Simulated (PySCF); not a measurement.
Spectrum to structure. The calculation used TDDFT CAM-B3LYP/def2-SVPD, vertical, gas phase, core orbitals frozen in the response in PySCF. Geometries: PBE0-D3(BJ)/def2-SVP, one conformer each.

```json
{"state": "S1", "λ (nm)": "220.4", "f": "0.743"}
{"state": "S2", "λ (nm)": "204.9", "f": "0.0031"}
{"state": "S3", "λ (nm)": "201.1", "f": "0.0000"}
{"state": "S4", "λ (nm)": "188.1", "f": "0.031"}
{"state": "S5", "λ (nm)": "179.5", "f": "0.0037"}
{"state": "S6", "λ (nm)": "174.0", "f": "0.0031"}
{"state": "S7", "λ (nm)": "163.7", "f": "0.019"}
{"state": "S8", "λ (nm)": "159.2", "f": "0.0011"}
{"state": "S9", "λ (nm)": "158.8", "f": "0.0015"}
{"state": "S10", "λ (nm)": "155.4", "f": "0.0008"}
```

Triplets computed (Tamm–Dancoff): 3.17, 4.97, 5.98, 6.08 eV.

Question: Which structure fits? All have the formula C5H8O.
A. `C1=COCCC1`
B. `C/C=C/C(C)=O`
C. `C=C/C=C/OC`
D. `C=C(C=O)CC`

Answer: C. Its S1 lies at 5.62 eV; the nearest of the others has S1 at 6.00 eV. S1 is HOMO→LUMO (97%). Löwdin shares by element: HOMO carbon 60% or more, oxygen 15% (atoms not listed hold the other 25%); LUMO carbon 76% or more (atoms not listed hold the other 24%). At the same level the other candidates give, for their lowest levels:
- `C/C=C/C(C)=O`: 313 nm (f 0.000); 203 nm (f 0.479); 170 nm (f 0.021); 170 nm (f 0.002); 165 nm (f 0.005); T1 3.44 eV; HOMO -8.75, LUMO -0.37 eV
- `C=C(C=O)CC`: 320 nm (f 0.000); 205 nm (f 0.319); 176 nm (f 0.000); 171 nm (f 0.000); 165 nm (f 0.029); T1 3.34 eV; HOMO -9.05, LUMO -0.67 eV
- `C1=COCCC1`: 207 nm (f 0.023); 190 nm (f 0.137); 176 nm (f 0.028); 174 nm (f 0.019); 170 nm (f 0.013); T1 4.19 eV; HOMO -7.63, LUMO 1.29 eV

The values belong to the conformer `[CH2:1]=[CH:2]/[CH:3]=[CH:4]/[O:5][CH3:6]`: C1–C2–C3–C4 180°, C3–C4–O5–C6 0°.
